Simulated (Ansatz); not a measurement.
**[NH2···H···S], triplet: the ladder up to UCCSDT(Q)**

Geometry: a point of a hydrogen-transfer path between rigid fragments, not a stationary point.

```xyz
5

N    -1.9827   -0.0116   -0.0181
H    -2.2800    0.9562   -0.0181
H    -2.2800   -0.4139    0.8622
H    -0.7917   -0.0116   -0.0181
S     1.0343   -0.0116   -0.0181
```

Basis cc-pVDZ; Ansatz 0.2.0. Correlated methods freeze the noble-gas cores, which leaves 14 electrons in 41 orbitals. R marks a restricted (for open shells ROHF) determinant, U an unrestricted one. Active spaces: pair = (4e, 4o) about the gap; valence = (14e, 11o) chosen from the atoms' valence shells.

Full CI isn't at hand for all of this; UCCSDT(Q) serves as the reference, and is uncertain by about the last step of the cluster series. The frozen core follows each run's orbitals, which can shift R against U totals by a few meV.

For open shells CISD is restricted-active-space CI with the open shells as a complete middle space.

```
UHF ⟨S²⟩                          : 2.028
T1 diagnostic (RCCSD)             : 0.0243
largest doubles amplitude (RCCSD) : 0.045
T1 diagnostic (UCCSD)             : 0.0150
```

```json
{"level": "RHF", "E − E(UCCSDT(Q)) (kJ/mol)": "871.4", "share of correlation (%)": "0.00", "wall time": "–"}
{"level": "UHF", "E − E(UCCSDT(Q)) (kJ/mol)": "853.4", "share of correlation (%)": "2.07", "wall time": "–"}
{"level": "RMP2", "E − E(UCCSDT(Q)) (kJ/mol)": "111.0", "share of correlation (%)": "87.26", "wall time": "–"}
{"level": "UMP2", "E − E(UCCSDT(Q)) (kJ/mol)": "114.1", "share of correlation (%)": "86.91", "wall time": "–"}
{"level": "CISD", "E − E(UCCSDT(Q)) (kJ/mol)": "95.9", "share of correlation (%)": "89.00", "wall time": "4.3 s"}
{"level": "RCCSD", "E − E(UCCSDT(Q)) (kJ/mol)": "21.6", "share of correlation (%)": "97.52", "wall time": "–"}
{"level": "UCCSD", "E − E(UCCSDT(Q)) (kJ/mol)": "21.2", "share of correlation (%)": "97.56", "wall time": "–"}
{"level": "RCCSD(T)", "E − E(UCCSDT(Q)) (kJ/mol)": "3.6", "share of correlation (%)": "99.59", "wall time": "29 s"}
{"level": "UCCSD(T)", "E − E(UCCSDT(Q)) (kJ/mol)": "3.6", "share of correlation (%)": "99.59", "wall time": "31 s"}
{"level": "BCCD(T)", "E − E(UCCSDT(Q)) (kJ/mol)": "3.5", "share of correlation (%)": "99.59", "wall time": "9 s"}
{"level": "RCCSDT", "E − E(UCCSDT(Q)) (kJ/mol)": "1.6", "share of correlation (%)": "99.81", "wall time": "–"}
{"level": "UCCSDT", "E − E(UCCSDT(Q)) (kJ/mol)": "1.6", "share of correlation (%)": "99.82", "wall time": "–"}
{"level": "RCCSDT(Q)", "E − E(UCCSDT(Q)) (kJ/mol)": "0.1", "share of correlation (%)": "99.99", "wall time": "57 s"}
{"level": "CASSCF (pair space)", "E − E(UCCSDT(Q)) (kJ/mol)": "806.0", "share of correlation (%)": "7.50", "wall time": "–"}
{"level": "NEVPT2 (pair space)", "E − E(UCCSDT(Q)) (kJ/mol)": "107.8", "share of correlation (%)": "87.63", "wall time": "4.2 s"}
{"level": "MRCISD (pair space)", "E − E(UCCSDT(Q)) (kJ/mol)": "83.1", "share of correlation (%)": "90.46", "wall time": "–"}
{"level": "MRCISD+Q (pair space)", "E − E(UCCSDT(Q)) (kJ/mol)": "9.8", "share of correlation (%)": "98.87", "wall time": "4.8 s"}
{"level": "CASSCF (valence space)", "E − E(UCCSDT(Q)) (kJ/mol)": "651.6", "share of correlation (%)": "25.22", "wall time": "–"}
{"level": "NEVPT2 (valence space)", "E − E(UCCSDT(Q)) (kJ/mol)": "138.1", "share of correlation (%)": "84.15", "wall time": "8.5 s"}
```

The correlation energy at UCCSDT(Q), counted from RHF, is -9.031 eV. That run took 52 s on 1 thread of Arm Neoverse V2, shared host.

Times hold each run's SCF and search for its determinant on a shared host, so for small cases they say little of a method's own cost; they ran on 1 thread of Arm Neoverse V2.

Natural occupations of CASSCF (valence space) about the gap: 1.978 1.977 1.965 1.003 1.000 0.036 0.023 0.022; effectively unpaired electrons, Σ n²(2−n)², 2.02.
